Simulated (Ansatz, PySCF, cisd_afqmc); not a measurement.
Species: CH2F, charge 0, doublet. CH2F (SMILES [CH2]F, doublet).
B3LYP-D3(BJ)/def2-TZVP minimum from Ansatz (an electronic-structure program):
```
C
F 1 1.3401
H 1 1.0804 2 114.92
H 1 1.0804 3 124.90 2 152.91
```
Charge 0, spin multiplicity 2.

Atomisation energy term by term, kcal/mol (programs: Ansatz, cisd_afqmc). UHF or UKS for unpaired electrons; spin-orbit terms are left out. Cores are frozen in correlated methods. Rows without X2C or -DK are non-relativistic. The Monte Carlo rows (phaseless AFQMC, CISD trial, step 0.005/hartree) carry one-sigma bars that omit the constraint's bias. Outlying blocks are dropped, and bars are widened where a walk drifts. Over all cases where full CI ran beside it in this data, AFQMC minus full CI had a median of +0.1 mEh and passed +0.4 mEh in a tenth of the cases. CBS(X,Y): correlation extrapolated as X^-3, Hartree-Fock from the larger set (Q,5: extrapolated as (X+1)exp(-9√X)). A bracket is a step between two methods taken in the basis named. 'core' is core correlation in cc-pwCVTZ, 'X2C' scalar relativity in cc-pVTZ-DK, both at CCSD(T). For partners of very few electrons the exact lower level stands in for a higher one.

| term | basis | kcal/mol |
|---|---|---|
| Hartree-Fock | CBS(cc-pVQZ,cc-pV5Z) | 229.69 |
| CCSD correlation | CBS(cc-pVQZ,cc-pV5Z) | 78.68 |
| (T) | CBS(cc-pVQZ,cc-pV5Z) | 4.85 |
| CCSDT(Q) - CCSD(T) | cc-pVTZ | 0.09 |
| core correlation | cc-pwCVTZ | 1.06 |
| scalar relativity | X2C, cc-pVTZ-DK | -0.35 |
| minus zero-point energy | Hessian by PySCF at B3LYP-D3(BJ)/def2-TZVP | -15.37 |
| sum: D0 |  | 298.6 |

The step beyond CCSD(T) by other levels: AFQMC/CISD in cc-pVDZ 0.51 ± 0.22; CCSDT(Q) in cc-pVDZ 0.36 kcal/mol.
